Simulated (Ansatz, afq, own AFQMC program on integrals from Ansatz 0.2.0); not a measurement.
Two steps: Ansatz 0.2.0 writes the Fock matrix and Cholesky factors of the valence space, and afq projects on them the lowest state that overlaps trial and start.

```yaml
crystal:
  periodic: [false, false, false]
  atoms:
    - {symbol: B, position_ang: [0.000000, 0.000000, 0.571255]}
    - {symbol: N, position_ang: [0.000000, 0.000000, -0.661337]}
    - {symbol: H, position_ang: [0.000000, 0.000000, 1.742910]}
    - {symbol: H, position_ang: [0.000000, 0.000000, -1.652828]}
basis:
  gaussian: {orbitals: cc-pVDZ}
magnetization: {spin_polarized: false}
correlation: {method: ccsd_t, electrons: outside_noble_gas, hamiltonian_folder: ham}
```

```sh
$ ansatz run in.yaml --threads 1 --pin off --events-out ev --progress --plain --max-ram 1382MiB
```

afq runs on the folder ham with

```
--method free --trial cisd --walkers 70 --time-step 0.03 --max-blocks 80 --target-error 0.00038 --factor-cut 1e-05 --seed 4315 --times 0,0.21,0.42,0.81,1.2,1.8,2.4,3 --taylor-order 8
```

Times are imaginary, in 1/Eh. The walk had a cap of 536 s.

Log:

```
orbitals 36  electrons 5 5  factors 273 of 355
reference energy -80.30086983 Eh
CCSD correlation -0.26489154 Eh in 10 cycles, weight of the determinant in the CISD state 0.8953
repeat  energy at the last time / Eh  error
    10  -80.575389  0.002596
    20  -80.576165  0.001877
    30  -80.575898  0.001357
    40  -80.575383  0.001030
    50  -80.575721  0.000951
    60  -80.575831  0.000833
    70  -80.575530  0.000734
    80  -80.575781  0.000706
time / (1/Eh)  energy / Eh  error  mean overlap
  0.00  -80.565932  0.000407  1.1175
  0.21  -80.571212  0.000371  1.1194
  0.42  -80.573151  0.000383  1.1255
  0.81  -80.575381  0.000415  1.1079
  1.20  -80.575554  0.000483  1.1248
  1.80  -80.576580  0.000528  1.1158
  2.40  -80.576691  0.000590  1.1128
  3.00  -80.575781  0.000706  1.1418
energy -80.575781 +/- 0.000706 Eh
```

The run passed its tests (error under three times the target), which doesn't prove that it has relaxed.

Against this walk (error 19.2 meV) on the same determinant: CCSD(T) 17.2 meV higher (within the noise), CCSDT(Q) 21.0 meV lower (within the noise). The error is statistical, and a free projection of finite length keeps a remainder of its start. The last points scatter (meV from the last: 11 ± 11 at 0.81, 6 ± 13 at 1.20, -22 ± 14 at 1.80, -25 ± 16 at 2.40, 0 ± 19 at 3.00); the last is the one printed as the energy, and the gaps above move with that scatter.

Cautions: remainder of the start not in the error; error above the target (19.2 against 10.3 meV).

The walk took 110 s on 1 thread of Arm Neoverse V1, with other jobs on the host. The log's last line is the free-projection energy.

CCSDT and higher add their correlation energy to the determinant of the CCSD(T) run, since their own runs factorise the integrals more tightly (a shift of under 2 meV). A walk keeps the symmetry of its determinant, which the program's search chose and which needn't be the lowest solution, so a lower state of the same spin and another symmetry isn't excluded.
